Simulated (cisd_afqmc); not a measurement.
Input (AFQMC/CISD/cc-pVDZ; cisd_afqmc is a phaseless AFQMC code with CISD trial states that reads the integrals written by Ansatz):

Ansatz 0.2 input:
```python
import cisd_afqmc

open("ham.yaml", "w").write("""\
crystal:
  periodic: [false, false, false]
  atoms:
    - {symbol: C, position_ang: [-0.00000000, -0.00000000, -0.59802389]}
    - {symbol: N, position_ang: [0.00000000, 0.00000000, 0.53145448]}
    - {symbol: H, position_ang: [-0.00000000, -0.00000000, -1.67932452]}
    - {symbol: H, position_ang: [0.00000000, 0.00000000, 1.54728651]}
basis:
  gaussian:
    orbitals: cc-pVDZ
total_charge: 1
magnetization: {spin_polarized: false}
correlation: {method: ccsd, electrons: outside_noble_gas, hamiltonian_folder: ham}
""")
rep = cisd_afqmc.ansatz("ham.yaml")
e_ccsd = rep["correlation"]["coupled_cluster"]["energy"]["hartree"]
out = cisd_afqmc.run("ham", e_ccsd, trial="CISD", walkers=200, populations=8, threads=8, dt=0.005, steps=40, early=24, settle=10, least=32,
    cut=5e-5, rank_cut=2e-4, target=0.0004, seconds=1500, seed=1, memory=17280, gpu=False)
```

Output:

```
orbitals 36, occupied [5], factors 197 of 357, rank of the doubles 87 of 155
E(HF) = -93.168587
E(CCSD) on the cut factors = -93.458971, shift to the whole factors -0.000013
Energy of the trial state on the determinant = -93.458985
  tau behind 7.2 of longer steps, mean of the populations' last blocks
   2.0  -93.47115
   4.0  -93.46973
   6.0  -93.47035
   8.0  -93.47011
  10.0  -93.47045
  12.0  -93.47082
  14.0  -93.46956
blocks 511 (1 outliers left out), error by blocks joined: 1: 0.00020, 2: 0.00024, 4: 0.00028, 8: 0.00032, 16: 0.00037
E(AFQMC/CISD) = -93.47017 +/- 0.00037
```
